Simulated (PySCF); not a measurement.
## Ionisation energy of Ar by level of theory

Ar [Ar] (1S) → Ar+ [Ne] 3s2 3p5 (2P), as a difference of total energies. Computed with PySCF 2.14 in aug-cc-pwCVDZ, with the non-relativistic Hamiltonian (point nucleus). Correlated levels: nothing frozen. The calculations carry no spin-orbit coupling.

| method | ionisation energy (eV) | plus first-order spin-orbit estimate | error of that sum (eV) |
| --- | --- | --- | --- |
| UHF | 14.669 | 14.614 | -1.146 |
| MP2 (all electrons) | 15.679 | 15.624 | -0.136 |
| SCS-MP2 (all electrons) | 15.573 | 15.518 | -0.242 |
| CCSD (all electrons) | 15.490 | 15.435 | -0.325 |
| CCSD(T) (all electrons) | 15.518 | 15.463 | -0.297 |

Reference: 15.760 eV (measured; NIST Atomic Spectra Database, ionization energies).

A first-order spin-orbit estimate (lowest level to lowest level, LS coupling) adds -0.055 eV.

Errors of the correlated levels include the incompleteness of this basis.
